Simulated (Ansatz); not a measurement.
Input for Ansatz (development build ahead of 0.2.0):

```yaml
crystal:
  periodic: [false, false, false]
  atoms:
    - { symbol: "N", position_ang: [0.0, 0.0, 0.0] }
    - { symbol: "N", position_ang: [0.0, 0.0, -2.825] }
    - { symbol: O, position_ang: [0.0, 0.0, 2.95] }
basis:
  gaussian: { orbitals: pcseg-2 }
magnetization:
  spin_polarized: true
hamiltonian:
  xc: hf
```

The input is written out in the form of the current development build from the run's settings.

Results

```yaml
Converged: yes
Total_energy: -183.57122 hartree
Spin_squared_of_the_determinant: 4.002
Stability_test: minimum
```

Caution: the unrestricted determinant is a mixture of spin states.
